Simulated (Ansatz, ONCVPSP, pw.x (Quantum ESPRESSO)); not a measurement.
# tantalum: one change to the ONCV potential, in the atom and in the bcc crystal

ONCVPSP 4.0.1.1 (patched build) input, shortened (lines: element, Z, core and valence counts, functional; n l f; lmax; l rc ep ncon nbas qcut; lloc lpopt rc5 dvloc0; l nproj debl; icmod fcfact rcfact), LDA (Perdew-Wang 92), scalar-relativistic:

```
  Ta 73.00   10    4  -001012      upf
    1    0    2.00
    2    0    2.00
    2    1    6.00
    3    0    2.00
    3    1    6.00
    3    2   10.00
    4    0    2.00
    4    1    6.00
    4    2   10.00
    4    3   14.00
    5    0    2.00
    5    1    6.00
    5    2    3.00
    6    0    2.00
    2
    0    1.95    0.00    4    7    7.10
    1    1.85    0.00    4    8    6.90
    2    1.85    0.00    4    9    5.70
    4    4    1.65    0.00
    0    2    3.50
    1    2    3.60
    2    2    1.30
    3    3.75    1.20
```

Change: local potential polynomial inside 1.65 bohr (lpopt 4, dvloc0 2.5 Ha).

Cutoffs, loose and tight: the cutoffs (Ha) at which the residual kinetic energy of the hardest occupied pseudo-wave falls to 1 and 0.1 mHa per electron. They do not see the model core or the augmentation charge, which bear on the density cutoff. Test errors are all-electron minus pseudo excitation energies from the reference, over the configurations 5s2 5p6 5d3 6s1; 5s2 5p6 5d3 6s0; 5s2 5p6 5d2 6s0; 5s2 5p6 5d4 6s1; variants that change the core or the reference have their own tests.

Crystal test: bcc Ta in pw.x 7.5, no spin, 14³ k-points, Fermi–Dirac smearing 0.01 Ry, cutoffs set for each file from its atomic test. The reference is all-electron LAPW (Ansatz 0.2.0) with the same functional, mesh and smearing; V0 and B0 come from Birch–Murnaghan fits to the pressures at five volumes. Errors are pseudo minus all-electron; Δ is the rms difference of the E(V) curves that follow from these fits, minima aligned, over ±6 % about the mean V0. Mesh and smearing are coarse, so the numbers serve the comparison and aren't converged zero-temperature values; the lattice is a test structure that the element need not adopt.

All-electron: a0 = 3.255 Å (V0 = 17.24 Å³/atom), B0 = 217.7 GPa.

Task: Does the change bring the crystal closer to the all-electron result?

Result: The mean pressure error goes from -3.46 to -3.08 GPa, so the change moves the solid closer to the all-electron pressures.

| quantity | base | changed |
| --- | --- | --- |
| outcome (atom) | generated | generated |
| cutoff, loose (atom) | 15 Ha | 15 Ha |
| cutoff, tight (atom) | 19 Ha | 19 Ha |
| bound ghosts (atom) | none | none |
| largest test error (meV) (atom) | -14 | -15 |
| cutoffs in pw.x (Ry) | 50/200 | 50/200 |
| a0 (Å) | 3.237 | 3.239 |
| a0 error (%) | -0.53 | -0.47 |
| B0 error (%) | -0.4 | -0.2 |
| Δ (meV/atom) | 12.9 | 11.5 |
| mean pressure error (GPa) | -3.46 | -3.08 |

Base: This is a poor potential for the solid.
